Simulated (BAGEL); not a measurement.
# BOF (fluoro(oxo)borane): PBE0/cc-pVTZ (density fitting with qzvpp-jkfit)

Aim: the energy change on altering one bond length of BOF (fluoro(oxo)borane) at PBE0/cc-pVTZ (density fitting with qzvpp-jkfit), from 2 runs. 

The calculation is run with BAGEL 1.2.2.

**1. The molecule**

BOF: 3 atoms, total charge 0, spin state singlet. As SMILES, `O=BF`. The coordinates come from a PBE0-D4/def2-TZVP relaxation.

Bond lengths: O1–B2 1.206 Å, B2–F3 1.282 Å. Angles: O1–B2–F3 180.0°.

**2. The energy at PBE0/cc-pVTZ (density fitting with qzvpp-jkfit)**

The input, input.json:

```json
{ "bagel" : [

{
  "title" : "molecule",
  "basis" : "cc-pvtz.json",
  "df_basis" : "qzvpp-jkfit",
  "angstrom" : true,
  "geometry" : [
    { "atom" : "O", "xyz" : [    0.983100,   -0.565100,    0.479900 ] },
    { "atom" : "B", "xyz" : [    0.020300,   -0.011600,    0.009900 ] },
    { "atom" : "F", "xyz" : [   -1.003400,    0.576800,   -0.489800 ] }
  ]
},
{
  "title" : "ks",
  "xc_func" : "pbe0"
},
{
  "title" : "print",
  "file" : "orbitals.molden",
  "orbitals" : true
}

]}
```

The basis set cc-pVTZ is read from a file made from the Basis Set Exchange's data (not shown).

Launch:

```
$ BAGEL_NUM_THREADS=1 BAGEL input.json > input.out
```

Standard output:

```text
* using 1 threads per process

  ===============================================================
  ===============================================================

  *** Geometry ***

  { "atom" : "O", "xyz" : [      1.857790,     -1.067884,      0.906880 ] },
  { "atom" : "B", "xyz" : [      0.038361,     -0.021921,      0.018708 ] },
  { "atom" : "F", "xyz" : [     -1.896151,      1.089994,     -0.925588 ] },

  Number of auxiliary basis functions:      229

  Since a DF basis is specified, we compute 2- and 3-index integrals:
    o Being stored without compression. Storage requirement is 0.015 GB

  Number of basis functions:       90
  Number of electrons      :       22

    * METHOD: MOLECULE                             0.10

  *** Kohn-Sham DFT ***

    * Removing 3739 points whose weight is below 1.00e-10
    * Grid points: 40979

  === Nuclear Repulsion ===
    51.4389501297

       - DIIS with orbital gradients will be used.

  === KS iteration (pbe0 / cc-pvtz.json) ===
      0       -171.14830204          0.15767075           0.16
      1       -176.76158708          0.18984430           0.14
      2       -186.77193274          0.13291826           0.12
      3       -199.49055082          0.03482080           0.12
      4       -199.47991298          0.03754275           0.12
      5       -199.85079087          0.00821266           0.12
      6       -199.86464601          0.00392903           0.12
      7       -199.86872225          0.00064436           0.12
      8       -199.86883012          0.00012967           0.12
      9       -199.86883524          0.00001578           0.12
     10       -199.86883528          0.00000418           0.12
     11       -199.86883528          0.00000088           0.12
     12       -199.86883528          0.00000053           0.13
     13       -199.86883528          0.00000006           0.12
     14       -199.86883528          0.00000001           0.12
     15       -199.86883528          0.00000000           0.12
    * SCF iteration converged.

    * Permanent dipole moment:
           (    0.662424,    -0.380858,     0.323378) a.u.

    * METHOD: KS                                   2.30

    * METHOD: PRINT                                0.03

  ===============================================================
```

Wall time 2.6 s (1 thread of Arm Neoverse N1, shared host); peak memory 0.2 GiB.

**3. The distorted shape, same level**

The input, calc.json:

```json
{ "bagel" : [

{
  "title" : "molecule",
  "basis" : "cc-pvtz.json",
  "df_basis" : "qzvpp-jkfit",
  "angstrom" : true,
  "geometry" : [
    { "atom" : "O", "xyz" : [    2.138439,   -1.229288,    1.043890 ] },
    { "atom" : "B", "xyz" : [    0.020300,   -0.011600,    0.009900 ] },
    { "atom" : "F", "xyz" : [   -1.003400,    0.576800,   -0.489800 ] }
  ]
},
{ "title" : "ks", "xc_func" : "pbe0" },
{ "title" : "print", "file" : "orbitals.molden", "orbitals" : true }

]}
```

The basis set cc-pVTZ is read from a file made from the Basis Set Exchange's data (not shown).

Launch:

```
$ BAGEL_NUM_THREADS=1 BAGEL calc.json > calc.out
```

Standard output:

```text
* using 1 threads per process

  ===============================================================
  ===============================================================

  *** Geometry ***

  { "atom" : "O", "xyz" : [      4.041064,     -2.323018,      1.972666 ] },
  { "atom" : "B", "xyz" : [      0.038361,     -0.021921,      0.018708 ] },
  { "atom" : "F", "xyz" : [     -1.896151,      1.089994,     -0.925588 ] },

  Number of auxiliary basis functions:      229

  Since a DF basis is specified, we compute 2- and 3-index integrals:
    o Being stored without compression. Storage requirement is 0.015 GB

  Number of basis functions:       90
  Number of electrons      :       22

    * METHOD: MOLECULE                             0.10

  *** Kohn-Sham DFT ***

    * Removing 2683 points whose weight is below 1.00e-10
    * Grid points: 42035

  === Nuclear Repulsion ===
    36.2336100971

       - DIIS with orbital gradients will be used.

  === KS iteration (pbe0 / cc-pvtz.json) ===
      0       -169.16361143          0.13461687           0.16
      1       -169.51526047          0.16489568           0.14
      2       -184.56109149          0.11616621           0.13
      3       -198.64771893          0.02898752           0.13
      4       -192.36852991          0.08288084           0.13
      5       -197.82284249          0.04040372           0.13
      6       -199.00099296          0.03293004           0.13
      7       -199.43039172          0.01382956           0.13
      8       -199.50080825          0.00662701           0.13
      9       -199.50968671          0.00341776           0.13
     10       -199.51663443          0.00034323           0.13
     11       -199.51671793          0.00011280           0.13
     12       -199.51672091          0.00003938           0.13
     13       -199.51672189          0.00000462           0.13
     14       -199.51672189          0.00000480           0.13
     15       -199.51672190          0.00000113           0.13
     16       -199.51672190          0.00000026           0.13
     17       -199.51672190          0.00000003           0.13
     18       -199.51672190          0.00000001           0.13
     19       -199.51672190          0.00000000           0.13
    * SCF iteration converged.

    * Permanent dipole moment:
           (    1.189602,    -0.683865,     0.580710) a.u.

    * METHOD: KS                                   2.86

    * METHOD: PRINT                                0.03

  ===============================================================
```

It took 3.3 s on 1 thread of Arm Neoverse N1, shared host; peak memory 0.2 GiB.

**4. Outcome**

Level: PBE0/cc-pVTZ (density fitting with qzvpp-jkfit).

| quantity | value |
| --- | --- |
| first shape: total energy | -199.86884 Eh |
| first shape: dipole moment | 2.11 D |
| first shape: HOMO energy | -10.23 eV |
| first shape: LUMO energy | -0.06 eV |
| first shape: HOMO–LUMO gap | 10.16 eV |
| distorted shape: total energy | -199.51672 Eh |
| distorted shape: dipole moment | 3.79 D |
| distorted shape: HOMO energy | -8.03 eV |
| distorted shape: LUMO energy | -4.92 eV |
| distorted shape: HOMO–LUMO gap | 3.11 eV |
| energy change with the O1–B2 bond stretched from 1.206 to 2.653 Å | 9.581 eV |

**Reading.** With the O1–B2 bond stretched from 1.206 to 2.653 Å the energy rises by 9.58 eV (221 kcal/mol). A restricted reference can't describe the breaking bond well at this length.
